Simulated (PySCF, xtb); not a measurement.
Potential energy curve for LiH, singlet.

Levels: RCCSD = CCSD on RHF/cc-pVTZ run with PySCF; CASSCF(2,2)/cc-pVTZ (PySCF); GFN1-xTB (xtb); UKS-PBE0 = PySCF with unrestricted PBE0/cc-pVTZ; UKS-B3LYP/6-31G* = unrestricted B3LYP/6-31G*, spherical d (PySCF).

Energies are in kJ/mol, each relative to the lowest point of its own curve near equilibrium.

| R / Å | RCCSD | CASSCF(2,2) | GFN1-xTB | UKS-PBE0 | UKS-B3LYP/6-31G* |
|---|---|---|---|---|---|
| 1.21 | 76.8 | 85.0 | 26.0 | 76.8 | 86.0 |
| 1.28 | 46.7 | 53.7 | 11.4 | 46.9 | 53.9 |
| 1.35 | 25.8 | 31.5 | 3.4 | 26.0 | 31.1 |
| 1.45 | 8.0 | 11.7 | 0.0 | 8.2 | 10.9 |
| 1.50 | 3.2 | 5.9 | 0.7 | 3.4 | 5.0 |
| 1.54 | 1.0 | 2.8 | 2.1 | 1.1 | 2.1 |
| 1.60 | 0.0 | 0.3 | 5.4 | 0.0 | 0.0 |
| 1.65 | 0.8 | 0.0 | 9.1 | 0.8 | 0.1 |
| 1.69 | 2.5 | 0.7 | 12.6 | 2.3 | 1.2 |
| 1.74 | 5.5 | 2.4 | 17.4 | 5.3 | 3.6 |
| 1.86 | 16.1 | 10.1 | 31.6 | 15.8 | 13.4 |
| 1.99 | 31.2 | 22.2 | 50.0 | 31.1 | 28.1 |
| 2.14 | 51.3 | 38.6 | 73.3 | 51.5 | 48.4 |
| 2.42 | 91.0 | 71.7 | 119.1 | 92.5 | 89.7 |
| 2.63 | 119.8 | 95.4 | 155.0 | 122.8 | 120.5 |
| 2.89 | 151.9 | 121.3 | 200.9 | 154.7 | 153.7 |
| 3.18 | 181.5 | 144.2 | 252.4 | 179.3 | 180.1 |
| 3.55 | 208.6 | 163.9 | 315.1 | 199.5 | 202.7 |
| 3.92 | 224.5 | 174.9 | 370.6 | 211.2 | 217.2 |
| 4.31 | 233.0 | 180.6 | 418.1 | 217.2 | 226.8 |
| 4.75 | 237.2 | 183.5 | — | 219.2 | 233.0 |
| 5.55 | 239.6 | 185.1 | — | 219.9 | 237.1 |
| 6.33 | 240.1 | 185.4 | — | 220.0 | 237.8 |

At the longest distance, 6.33 Å, RCCSD lies highest above its minimum (240.1 kJ/mol) and CASSCF(2,2) lowest (185.4 kJ/mol).

Dashes: no converged value, or the column stops at the first point that the program doubted or that broke a chosen test of continuity, which isn't proof of a fault.

The T1 diagnostic of CCSD on the restricted reference of RCCSD exceeds 0.045 at 2.89 to 6.33 Å. The unrestricted determinant behind UKS-PBE0, UKS-B3LYP/6-31G* is spin-contaminated at 2.89 to 6.33 Å (<S²> up to 1.0, against 0.00 for a pure singlet).
